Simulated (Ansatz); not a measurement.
A nudged elastic band was laid between two geometries of C$_{2}$H$_{6}$FPS (11 atoms, charge 0, multiplicity 1).

These are results of Ansatz, RKS PBE0/def2-SVP, not measurements.

```yaml
movable_images: 7
climbing_image: yes
spring: 5.0 eV/Å²
optimiser: quadratic models (default)
start_path: through a guess of the saddle point
force_threshold: 0.03 eV/Å
iteration_limit: 60
end_points: relaxed
```

Initial state:

```xyz
11
Properties=species:S:1:pos:R:3
C 0.828 -0.908 0.462
C -0.225 0.041 0.970
F -1.466 -0.486 0.736
S -0.113 1.744 0.301
P -0.649 1.578 -1.744
H 0.686 -1.897 0.926
H 1.832 -0.538 0.711
H 0.754 -1.029 -0.629
H -0.121 0.205 2.057
H 0.272 0.572 -2.180
H -1.732 0.661 -1.589
```

Final state:

```xyz
11
Properties=species:S:1:pos:R:3
C 0.845 -1.231 0.676
C -0.382 -0.491 1.070
F -1.485 -1.269 1.043
S -0.722 1.104 0.571
P -0.564 2.089 -1.719
H 0.958 -2.108 1.332
H 1.743 -0.606 0.781
H 0.799 -1.603 -0.367
H 0.485 1.616 0.880
H 0.196 0.972 -2.194
H -1.808 1.471 -2.053
```

**Question.** What changes between the two ends?

**Answer.** Bonds broken: C2–H9. Bonds formed: S4–H9.

**Question.** Give the energies along the band, and the barrier.

**Answer.** The run converged. The highest image is number 5 of 0 to 8, 3.70 eV above the first end and 0.83 eV above the last; the last end lies 2.87 eV above the first. Neighbouring images differ by up to 1.8 eV, so the band resolves the path poorly. A vibrational analysis at the climbing image gives one clearly imaginary mode, 1104i cm⁻¹: a first-order saddle point. The orbitals stay closed-shell, which can raise the energy where a bond breaks towards radicals; this wasn't checked here.

| image | path coordinate (Å) | energy (eV) | C2–H9 (Å) | S4–H9 (Å) |
| --- | --- | --- | --- | --- |
| 0 | 0.00 | 0.00 | 1.10 | 2.34 |
| 1 | 0.47 | 0.04 | 1.11 | 2.30 |
| 2 | 0.95 | 0.17 | 1.10 | 2.23 |
| 3 | 1.42 | 0.66 | 1.12 | 2.00 |
| 4 | 1.89 | 2.50 | 1.34 | 1.68 |
| 5 | 2.36 | 3.70 | 1.74 | 1.42 |
| 6 | 2.79 | 3.28 | 2.04 | 1.35 |
| 7 | 3.21 | 2.93 | 2.24 | 1.35 |
| 8 | 3.63 | 2.87 | 2.29 | 1.35 |

**Question.** What is the geometry of the highest image?

**Answer.** 
```xyz
11
Properties=species:S:1:pos:R:3:forces:R:3
C 0.844 -1.133 0.598 0.00 0.00 0.00
C -0.368 -0.340 0.949 0.00 0.01 -0.01
F -1.487 -1.077 0.833 -0.01 0.00 0.00
S -0.539 1.323 0.539 -0.01 0.01 0.00
P -0.650 2.010 -1.834 0.01 -0.01 0.00
H 0.916 -2.020 1.247 0.00 0.00 0.00
H 1.764 -0.544 0.705 0.00 0.00 0.00
H 0.781 -1.493 -0.448 0.00 0.00 0.00
H 0.394 1.088 1.589 0.00 -0.01 0.00
H 0.226 0.946 -2.219 0.00 0.00 -0.01
H -1.814 1.182 -1.937 0.00 0.00 0.00
```

The band took 15 iterations and roughly 4 core-minutes.

Time of the run: 110 s on 2 threads of AMD EPYC 9R45 96-Core Processor (Zen 5), with other jobs on the host, peak memory 0.28 GiB.
